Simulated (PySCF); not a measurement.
Molecule: SMILES C1CCCC1, C$_{5}$H$_{10}$.

Molfile (atoms numbered from 1):
```
C5H10
     RDKit          3D

 15 15  0  0  0  0  0  0  0  0999 V2000
    0.4436    0.8482    0.8479 C   0  0  0  0  0  0  0  0  0  0  0  0
    1.2725   -0.1730    0.0656 C   0  0  0  0  0  0  0  0  0  0  0  0
    0.2426   -1.1505   -0.5431 C   0  0  0  0  0  0  0  0  0  0  0  0
   -1.1359   -0.4739   -0.3726 C   0  0  0  0  0  0  0  0  0  0  0  0
   -0.8280    0.9744    0.0143 C   0  0  0  0  0  0  0  0  0  0  0  0
    0.1927    0.4512    1.8471 H   0  0  0  0  0  0  0  0  0  0  0  0
    0.9674    1.8043    1.0010 H   0  0  0  0  0  0  0  0  0  0  0  0
    2.0260   -0.6790    0.6877 H   0  0  0  0  0  0  0  0  0  0  0  0
    1.8229    0.3436   -0.7377 H   0  0  0  0  0  0  0  0  0  0  0  0
    0.2658   -2.1276   -0.0371 H   0  0  0  0  0  0  0  0  0  0  0  0
    0.4670   -1.3483   -1.6023 H   0  0  0  0  0  0  0  0  0  0  0  0
   -1.6953   -0.9582    0.4445 H   0  0  0  0  0  0  0  0  0  0  0  0
   -1.7642   -0.5518   -1.2725 H   0  0  0  0  0  0  0  0  0  0  0  0
   -0.6198    1.5747   -0.8887 H   0  0  0  0  0  0  0  0  0  0  0  0
   -1.6572    1.4660    0.5460 H   0  0  0  0  0  0  0  0  0  0  0  0
  1  2  1  0
  2  3  1  0
  3  4  1  0
  4  5  1  0
  5  1  1  0
  1  6  1  0
  1  7  1  0
  2  8  1  0
  2  9  1  0
  3 10  1  0
  3 11  1  0
  4 12  1  0
  4 13  1  0
  5 14  1  0
  5 15  1  0
M  END
```

Spin–spin couplings on one PBE0-D3(BJ)/def2-SVP geometry, PySCF 2.14.0 with density-fitted response routines, gas phase, non-relativistic, equivalent pairs averaged (without the spin–dipole term); isotopes 13C, 1H; basis pcJ-1.

Reference values (Hz): 1J(C1,H6) = 128.5 (measured; liquid or solution (compiled); Cremer, Kraka, Wu, Luettke, ChemPhysChem 2004, 5, 349); 1J(C1,C2) = 32.3 (measured; liquid or solution (compiled); Cremer, Kraka, Wu, Luettke, ChemPhysChem 2004, 5, 349).

Q: How do the couplings (Hz) change with the functional? Times are CPU seconds on shared hosts with different chips, so compare them loosely.

A: 
```tsv
functional	functions	1J(C1,H6)	1J(C1,C2)	mean abs. error	core-s
HF	235	162.6	61.5	31.7	75
LDA	235	102.8	19.6	19.2	22
PBE	235	123.1	28.3	4.7	31
KT2	235	129.3	20.4	6.4	30
B3LYP	235	134.6	34.3	4.1	16
PBE0	235	127.3	32.9	0.9	59
B97-2	235	121.3	32.3	3.6	43
BHandHLYP	235	144.7	42.4	13.2	54
CAM-B3LYP	235	132.0	34.2	2.7	68
```

Errors compare magnitudes, without vibrational corrections, and the largest couplings weigh most in the mean. Closest: PBE0; furthest: HF.
